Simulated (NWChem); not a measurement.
System: hydrogen cyanide (CHN); SMILES N#C

NWChem input:

```
start job
memory heap 200 mb stack 900 mb global 1100 mb
geometry units angstroms noautoz
  C      0.000000     0.000000    -0.492458
  N      0.000000     0.000000     0.653160
  H      0.000000     0.000000    -1.561126
end
basis spherical
  * library 6-31g*
end
dft
  xc xtpss03 ctpss03
  iterations 150
  mulliken
end
task dft energy
```

The geometry was optimised at PBE0-D3(BJ)/def2-TZVP.

Problem. What results follow from this input? (TPSS/6-31G* (spherical d).) Quantities: basis functions; energy (Ha); highest occupied level (eV); orbital gap (eV); dipole (D).

Solution. 
* **number of basis functions**: 30
* **energy (Ha)**: -93.43
* **highest occupied level (eV)**: -8.75
* **orbital gap (eV)**: 8.66
* **dipole (D)**: 2.85
